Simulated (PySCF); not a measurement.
Broadened absorption spectrum of ethynylaluminium

Species: ethynylaluminium, C2HAl (singlet state).
SMILES: `C#[C][Al]`

Level of theory: PySCF, TDDFT CAM-B3LYP/def2-SVPD, vertical, gas phase, core orbitals frozen in the response. Isolated species at its PBE0-D3(BJ)/def2-SVP geometry, gas phase.

Computed states:

| state | E (eV) | f |
| --- | --- | --- |
| S1 | 3.69 | 0.103 |
| S2 | 3.69 | 0.103 |
| S3 | 4.93 | 0.0000 |
| S4 | 5.08 | 0.0000 |
| S5 | 5.08 | 0.0000 |
| S6 | 6.26 | 0.165 |
| S7 | 6.48 | 0.089 |
| S8 | 6.69 | 0.667 |
| S9 | 7.03 | 0.172 |
| S10 | 7.03 | 0.171 |

Broadening: Gaussians 0.3 eV wide at half height, area fixed by f = 4.319×10⁻⁹ ∫ε dν̃. The cross-section is σ = 3.8235×10⁻²¹ ε cm², given in Mb (10⁻¹⁸ cm²). The width is an assumption, not a result. The curve ends short of the highest state used, and states not computed would add to its high-energy end.

Q: What does the envelope look like, and where are its maxima?

A: 
λ (nm), σ (Mb) and a bar:
```
    192.9      77.57 ##############################
    197.3      65.93 #########################
    201.7      39.91 ###############
    206.1       9.41 ####
    210.5       0.89 
    214.9       0.04 
    219.3       0.00 
    223.7       0.00 
    228.1       0.00 
    232.5       0.00 
    236.9       0.00 
    241.3       0.00 
    245.7       0.00 
    250.1       0.00 
    254.5       0.00 
    258.9       0.00 
    263.3       0.00 
    267.7       0.00 
    272.1       0.00 
    276.5       0.00 
    280.9       0.00 
    285.3       0.00 
    289.7       0.00 
    294.1       0.02 
    298.5       0.11 
    302.9       0.53 
    307.3       2.03 #
    311.7       6.04 ##
    316.1      14.43 ######
    320.5      28.07 ###########
    324.9      45.18 #################
    329.3      61.03 ########################
    333.7      70.12 ###########################
    338.1      69.38 ###########################
    342.5      59.78 #######################
    346.9      45.32 ##################
    351.3      30.54 ############
    355.7      18.45 #######
    360.1      10.07 ####
    364.5       5.01 ##
    368.9       2.29 #
    373.3       0.97 
    377.7       0.38 
    382.1       0.14
```

Maxima: 336 nm (3.69 eV), ε about 19000, made up of S1 (50%) and S2 (50%) (ε in L mol⁻¹ cm⁻¹; maxima over ε = 5, shares over 10%). At its high-energy end, 6.43 eV, the curve is still rising (ε about 20000, from S6, S7 and S8).

Q: Coming from long wavelengths, where does ε first pass 100 L mol⁻¹ cm⁻¹?

A: At about 377 nm (3.29 eV), 0.41 eV below S1.

Q: What would ε be at 3.69 eV, the highest of these maxima, with half the width (0.15 eV)?

A: About 37100 L mol⁻¹ cm⁻¹ against 18600, a factor of about 1.99; a lone state at its own centre would give exactly 2.

Q: On this curve, what absorbance would a 10⁻⁵ mol/L sample give at 365 nm over a 1 cm path?

A: 365 nm is 3.397 eV, where ε is about 1200 L mol⁻¹ cm⁻¹, so A = ε c l ≈ 0.012 (Beer–Lambert, with the gas-phase spectrum and the assumed width).

The vertical ionisation energy (ΔSCF) is 8.61 eV, 1.58 eV above S10.

Hardware: an Arm Neoverse V1 with one thread, shared host. Cost: 7.0 s wall.
